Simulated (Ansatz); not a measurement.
Cost and result for the atomization energy of AlBClH₃, SMILES `[AlH2][BH]Cl` (6 atoms, 5 bonds).

The species carries charge 0 and has multiplicity 1. All single points use the PBE0-D4/def2-TZVP geometry. Program: Ansatz. All runs use 2 threads of an Arm Neoverse V1 on a shared host. Times are those of one run each, without the atoms' runs, and a repeat can differ threefold. Electronic energies, without spin–orbit coupling; frozen cores. CCSD(T)/CBS adds CCSD(T) − MP2 in def2-TZVPP to the MP2 limit, and its time is that of the two runs behind it. T1 = 0.013. HSE06 is the plane-wave form, built on full-range PBE exchange.

CCSD(T)/CBS is a level of theory with its own doubt, some kJ/mol a heavy atom from the limit and from the frozen cores, so smaller differences don't rank the functionals.

| level | functions | wall time |
| --- | --- | --- |
| CCSD(T)/def2-SVP | 65 | 0.75 s |
| LDA (SPW92)/def2-TZVPP | 157 | 1.1 s |
| revPBE-D4/def2-TZVPP | 157 | 1.4 s |
| PBE-D4/def2-TZVPP (with forces) | 157 | 2 s |
| PBE0-D4/def2-TZVPP | 157 | 2.4 s |
| HSE06-D4/def2-TZVPP | 157 | 2.5 s |
| CAM-B3LYP-D4/def2-TZVPP | 157 | 2.5 s |
| PBE-QIDH/def2-TZVPP | 157 | 3.4 s |
| B97M-V/def2-TZVPP | 157 | 6.5 s |
| ωB97M-V/def2-TZVPP (with forces) | 157 | 7.5 s |
| MP2/def2-QZVPP | 287 | 8.5 s |
| CCSD(T)/def2-TZVPP | 157 | 15 s |
| CCSD(T)/CBS(def2) | – | 23 s |

**Question.** What atomization energy does each give, and how far from CCSD(T)/CBS? (An estimate is asked.)

**Answer.** Computed: 
```csv
level,atomization (kJ/mol),difference from CCSD(T)/CBS,per bond
CCSD(T)/def2-SVP,1561.9,-78.3,-15.7
LDA (SPW92)/def2-TZVPP,1829.9,189.7,37.9
revPBE-D4/def2-TZVPP,1618.5,-21.7,-4.3
PBE-D4/def2-TZVPP (with forces),1648.5,8.3,1.7
PBE0-D4/def2-TZVPP,1639.5,-0.7,-0.1
HSE06-D4/def2-TZVPP,1640.3,0.1,0.0
CAM-B3LYP-D4/def2-TZVPP,1646.7,6.5,1.3
PBE-QIDH/def2-TZVPP,1637.0,-3.2,-0.6
B97M-V/def2-TZVPP,1685.0,44.8,9.0
ωB97M-V/def2-TZVPP (with forces),1653.0,12.8,2.6
MP2/def2-QZVPP,1641.2,1.0,0.2
CCSD(T)/def2-TZVPP,1600.3,-39.9,-8.0
CCSD(T)/CBS(def2),1640.2,0.0,0.0
```

From PBE to PBE0 (25 % exact exchange), in def2-TZVPP and without D4, the atomization energy moves by −7.5 kJ/mol: exact exchange takes away binding that semilocal exchange gives to molecules. Leaving LDA and LC-ωPBE aside and taking each functional with its dispersion term where it has one, the values spread over 66.6 kJ/mol, from revPBE-D4 to B97M-V. LDA lies +191.1 kJ/mol from PBE without D4, its usual overbinding. In def2-TZVPP, CCSD(T) changes the Hartree–Fock value by +318.8 kJ/mol (the triples alone add +19.6 kJ/mol) and MP2 by +336.2 kJ/mol; breaking electron pairs costs correlation energy, which Hartree–Fock lacks.
